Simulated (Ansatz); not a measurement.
Two shapes of singlet O3.

Shape 1:

```xyz
3

O    -0.0376    0.0040   -0.4530
O    -0.0167    1.0707    0.1641
O     0.0037   -1.1105    0.2070
```

Shape 2:

```xyz
3

O     0.0000    0.0000   -0.4540
O     0.0000    1.1456    0.2270
O     0.0000   -1.1456    0.2270
```

Basis set: 6-31G* (spherical functions). Left uncorrelated: 3 orbitals. Charge 0, multiplicity 1.

Computed with Ansatz (development build ahead of 0.2.0); each method stands on the lowest determinant of its kind that the runs found.

(1) Which shape is lower in energy, and by how much in each method?

Results:

(1)

| method | E(2) − E(1) (eV) |
| --- | --- |
| RHF | 0.787 |
| RHF-MP2 | -0.125 |

The methods disagree on the order. Caution: in another basis set an unrestricted determinant lies well below.
